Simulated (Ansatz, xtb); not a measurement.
# A geometry optimisation of CH2MgSi with r2SCAN-D4/def2-SVP

The starting geometry of this gas-phase triplet was built from a drawn formula by distance geometry and a force field; its bonds are those of `[MgH][CH]=[Si]`.

```xyz
5

C    -0.4908   -0.6642    1.3706
Mg    0.8466   -0.3058   -0.2604
Si   -2.0023   -1.3615    1.0727
H     1.9533    0.0319   -1.6055
H    -0.2592   -0.3757    2.3618
```

Problem. Predict what it relaxes into with r2SCAN-D4/def2-SVP.

Solution. A new bond forms, giving a structure given below by its coordinates. Contacts that close: Mg2–Si3 (3.32 → 2.77 Å).

The energy falls by 0.58 eV over 7 steps:

```
step  E − E(last) (eV)
   1             0.580
   2             0.216
   3             0.086
   4             0.038
   5             0.009
   6             0.000
   7             0.000
```

Final geometry (Å):

```yaml
atoms:
  - { symbol: C, position_ang: [-0.2957, -0.7108, 1.5587] }
  - { symbol: Mg, position_ang: [0.6112, -0.3369, -0.3518] }
  - { symbol: Si, position_ang: [-1.7874, -1.2698, 0.6799] }
  - { symbol: H, position_ang: [1.8009, -0.0533, -1.5337] }
  - { symbol: H, position_ang: [-0.2815, -0.3044, 2.5862] }
```

From the same start GFN2-xTB reaches the same bonding as this run.

No frequencies were run, so the end isn't proven a minimum. Open shells are spin-unrestricted. The triplet needn't be the ground state. Run with Ansatz 0.2.0, 49 s on 2 threads of Arm Neoverse V1 (shared host).
